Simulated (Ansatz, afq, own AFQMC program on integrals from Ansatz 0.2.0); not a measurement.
## Mo, septet in def2-TZVPP, levels against CCSDT(Q)

A free Mo atom.

Basis def2-TZVPP with its core potentials. Noble-gas cores (and the filled d shells of Ga–Kr and In–Xe) are frozen. Integrals, coupled cluster, full CI and functionals: Ansatz 0.2.0; the random walks run on the same integrals in our own AFQMC program. The CISD trial takes its coefficients from CCSD amplitudes. Released means that phaseless walkers are propagated on without the constraint, phases kept. Error bars are statistical, one sigma. No spin–orbit coupling. The metal's outer-core s and p shells are frozen, which shifts wave-function levels against functionals.

Determinant: UHF, the one that the program's search chose, which needn't be the lowest solution.

No full CI on the walks' own integrals is used here; CCSDT(Q) serves as the reference and is uncertain by about the last step of the cluster series.

Cautions: no spin-orbit coupling; outer-core shells of the metal frozen; the released energies have errors that jump between times, so the bars are unsure, so no released level is given (meV from the phaseless value at times in 1/Eh: -5.2 ± 0.8 at 0.60, -6.8 ± 0.6 at 1.20, -9.3 ± 0.9 at 2.00, -8.9 ± 0.8 at 3.00, -10.3 ± 1.0 at 4.20), though the last usable value meets CCSDT(Q) within the noise.

The T1 diagnostic is 0.0095. The weight of the determinant in the CISD state is 0.961 and the ⟨S²⟩ of the determinant is 12.003. The size of the correlated space is 6 electrons in 52 orbitals.

Reference: CCSDT(Q), correlation energy -2.379 eV.

```json
{"level": "HF", "E − E(reference) (kJ/mol)": "229.6", "share of correlation (%)": "0.00"}
{"level": "MP2", "E − E(reference) (kJ/mol)": "27.0", "share of correlation (%)": "88.23"}
{"level": "CCSD", "E − E(reference) (kJ/mol)": "6.3", "share of correlation (%)": "97.25"}
{"level": "CCSD(T)", "E − E(reference) (kJ/mol)": "0.8", "share of correlation (%)": "99.65"}
{"level": "CCSDT", "E − E(reference) (kJ/mol)": "0.1", "share of correlation (%)": "99.96"}
{"level": "ph-AFQMC/HF", "E − E(reference) (kJ/mol)": "3.0 ± 1.3", "share of correlation (%)": "98.67"}
{"level": "ph-AFQMC/CISD", "E − E(reference) (kJ/mol)": "1.0 ± 0.09", "share of correlation (%)": "99.56"}
```

A walk keeps the symmetry of its determinant, which the program's search chose and which needn't be the lowest solution, so a lower state of the same spin and another symmetry isn't excluded.
